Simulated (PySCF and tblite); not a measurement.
The numbers below are computed, except where a source is named.
System: C4H9NS, numbered as in [CH3:1][S:2][N:3]=[C:4]([CH3:5])[CH3:6].

Motion: planar inversion at N3 (torsion C5–C4–N3–S2 from 180° to 0°). GFN2-xTB gives an electronic barrier of 12.2 kcal/mol and a reaction energy of 5.5 kcal/mol.

(1) What does BP86/pcSseg-1 + D3(BJ), IEF-PCM tetrahydrofuran give on GFN2-xTB geometries?

Programs: tblite and PySCF.

## Answers

(1) A barrier of 20.4 kcal/mol, 8.2 above the tight-binding barrier (from unrounded values), a reaction energy of 6.2 kcal/mol and, with GFN2-xTB thermal terms, ΔG‡(298 K) = 20.0 kcal/mol and k = 0.014 s⁻¹ (1 equivalent path).
